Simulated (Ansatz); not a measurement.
A nudged elastic band was laid between two geometries of H5NSi (7 atoms, charge 0, multiplicity 1).

All numbers below come from RKS BLYP-D4/def2-SVP in Ansatz.

| Property | Result |
| --- | --- |
| movable images | 5 |
| climbing image | yes |
| spring | 5.0 eV/Å² |
| optimiser | quadratic models (default) |
| start path | through a guess of the saddle point |
| force threshold | 0.03 eV/Å |
| iteration limit | 60 |
| end points | relaxed |

Initial state:

```xyz
7
Properties=species:S:1:pos:R:3
Si 0.170 0.065 0.109
H 0.158 0.062 1.622
H 1.609 0.112 -0.316
N -0.667 1.377 -0.696
H -1.689 1.406 -0.626
H -0.292 2.325 -0.585
H -0.466 -1.218 -0.340
```

Final state:

```xyz
7
Properties=species:S:1:pos:R:3
Si 0.082 0.145 -1.194
H 1.196 -0.463 1.763
H 1.788 -0.196 1.353
N -0.940 1.514 -0.863
H -1.792 1.528 -0.291
H -0.728 2.446 -1.231
H -0.783 -0.844 -0.369
```

Question: What changes between the two ends?

Answer: Bonds broken: Si1–H2, Si1–H3. Bonds formed: H2–H3. H5NSi becomes H2 + H3NSi.

Question: Give the energies along the band, and the barrier.

Answer: It converged. The highest image is number 3 of 0 to 6, 2.46 eV above the first end and 0.97 eV above the last; the last end lies 1.49 eV above the first. Neighbouring images differ by up to 1.7 eV, so the band resolves the path poorly. A vibrational analysis at the climbing image gives one clearly imaginary mode, 1176i cm⁻¹: a first-order saddle point. The orbitals stay closed-shell, which can raise the energy where a bond breaks towards radicals; this wasn't checked here.

```
image  path coordinate (Å)  energy (eV)  Si1–H2 (Å)  Si1–H3 (Å)  H2–H3 (Å)
    0                 0.00         0.00        1.51        1.50       2.42
    1                 0.67         0.03        1.51        1.50       2.42
    2                 1.35         0.81        1.50        1.47       1.87
    3                 2.02         2.46        1.76        1.54       1.21
    4                 2.66         1.68        2.26        2.08       0.79
    5                 3.30         1.51        2.83        2.69       0.77
    6                 3.94         1.49        3.22        3.08       0.77
```

Question: What is the geometry of the highest image?

Answer: 
```xyz
7
Properties=species:S:1:pos:R:3
Si 0.325 0.092 -0.494
H 0.379 -0.152 1.250
H 1.378 0.128 0.635
N -0.774 1.431 -0.634
H -1.615 1.570 -0.071
H -0.482 2.285 -1.109
H -0.387 -1.225 -0.408
```

The band took 16 iterations and of the order of 90 core-seconds.

Run time: 89 s on 1 thread of Arm Neoverse V1, on a shared host, peak memory 0.096 GiB.
